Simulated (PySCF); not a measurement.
**Frontier levels across methods**

Compound: C6H6.
Geometry (PBE0-D3(BJ)/def2-SVP, Å), atoms numbered from 1 in this order:
```
atom  x, y, z in Å
C1    -0.799    1.143    0.037
C2    -1.389   -0.118   -0.053
C3    -0.590   -1.261   -0.090
C4     0.799   -1.143   -0.037
C5     1.389    0.118    0.053
C6     0.590    1.261    0.090
H7    -1.425    2.038    0.066
H8    -2.477   -0.211   -0.095
H9    -1.052   -2.249   -0.161
H10    1.425   -2.038   -0.066
H11    2.477    0.211    0.095
H12    1.052    2.249    0.161
```

Basis pcSseg-2 throughout (PySCF), one geometry. Isolated species at its PBE0-D3(BJ)/def2-SVP geometry, gas phase.

**Question.** How do the orbital energies and the gap change with the method?

**Answer.** 
```
   method                    kind  HOMO (eV)  LUMO (eV)  gap (eV)  SCF cycles
     BLYP                     GGA      -6.14      -1.04      5.10          13
    B97-D                     GGA      -6.23      -1.08      5.15          13
      KT3                     GGA      -6.30      -1.12      5.18          12
      KT2                     GGA      -6.31      -1.15      5.17          12
     OPBE                     GGA      -6.32      -1.11      5.21          13
      PBE                     GGA      -6.34      -1.20      5.14          13
     BP86                     GGA      -6.42      -1.28      5.14          13
      LDA                     LDA      -6.54      -1.43      5.11          13
    B97-2           global hybrid      -7.06      -0.31      6.75          11
    B3LYP           global hybrid      -7.09      -0.47      6.61          12
     PBE0           global hybrid      -7.31      -0.28      7.03          11
 mPW1PW91           global hybrid      -7.32      -0.28      7.03          11
BHandHLYP           global hybrid      -8.08       0.75      8.83          10
CAM-B3LYP  range-separated hybrid      -8.52       0.80      9.32          10
  wB97X-D  range-separated hybrid      -9.07       1.47     10.54          11
       HF            Hartree–Fock      -9.18       2.69     11.86           8
  LC-wPBE  range-separated hybrid      -9.83       1.82     11.66          11
```

The HOMO spans 3.69 eV, from BLYP down to LC-wPBE, and the gap runs from 5.10 eV (BLYP) to 11.86 eV (HF). Over the methods BLYP (0 %), B97-D (0 %), KT3 (0 %), KT2 (0 %), OPBE (0 %), PBE (0 %), BP86 (0 %), LDA (0 %), B97-2 (21 %), B3LYP (20 %), PBE0 (25 %), mPW1PW91 (25 %), BHandHLYP (50 %), HF (100 %), a straight line through the gap against the share of exact exchange rises by 0.69 eV for each 10 % (correlation coefficient 0.998). The dipole is below 0.03 D at every level.

The vertical ΔSCF ionisation energy at PBE0/def2-SVPD is 9.31 eV; −ε(HOMO) comes closest to it with HF (9.18 eV).
